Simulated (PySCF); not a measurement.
C2H3F3.
Cartesian coordinates in Å at the PBE0-D3(BJ)/def2-SVP level; atoms count from 1:
```xyz
8
C2H3F3 angstrom
F      1.2389   -0.4608    1.1841
C      0.5428    0.3942    0.3830
C     -0.5546   -0.3577   -0.3313
F     -1.3068    0.5335   -1.0130
F     -0.0272   -1.2287   -1.2120
H      1.2143    0.8401   -0.3699
H      0.0932    1.1966    0.9906
H     -1.2007   -0.9173    0.3684
```

The closed-shell ground state was solved at several levels (PySCF, density fitting, gas phase, non-relativistic).

```csv
level,basis functions,total energy (Eh),HOMO (eV),LUMO (eV),gap (eV),dipole (D)
B97-2/pcSseg-2,222,-377.5810,-9.45,0.87,10.32,1.51
PBE0/def2-TZVP,173,-377.3245,-9.67,1.45,11.12,1.47
LC-wPBE/def2-SVPD,133,-377.0760,-12.66,2.42,15.08,1.58
PBE0/6-31+G*,96,-377.1750,-9.79,0.57,10.36,1.59
BHandHLYP/pcSseg-2,222,-377.5403,-11.50,1.27,12.77,1.63
PBE0/6-31G*,76,-377.1443,-9.22,2.56,11.78,1.33
BHandHLYP/def2-SVPD,133,-377.1139,-11.62,1.19,12.81,1.65
```

Q: Estimate the row for PBE0/6-31G, a basis of 51 functions; the other rows only guide the guess.

A: Total energy -377.0567 Eh, HOMO -9.55 eV, LUMO 2.12 eV, gap 11.67 eV, dipole 1.67 D.

Q: Over all these levels, which gives the widest orbital gap and which the narrowest?

A: LC-wPBE/def2-SVPD (range-separated hybrid) has the widest, 15.08 eV, and B97-2/pcSseg-2 (global hybrid, 21 % exact exchange) the narrowest, 10.32 eV. Functional and basis both differ between the two, so the spread mixes both effects.

Q: How much does the basis alone move the frontier levels among the 4 PBE0 rows (the withheld one included)?

A: The HOMO by 0.57 eV and the LUMO by 1.99 eV. By rising basis size (HOMO, LUMO in eV): 6-31G -9.55, 2.12; 6-31G* -9.22, 2.56; 6-31+G* -9.79, 0.57; def2-TZVP -9.67, 1.45.

Q: How far do the dipole and the HOMO energy spread over the levels?

A: The dipole runs from 1.33 to 1.67 D (mean 1.55 D) and the HOMO from -12.66 to -9.22 eV.

One conformer stands for the species.
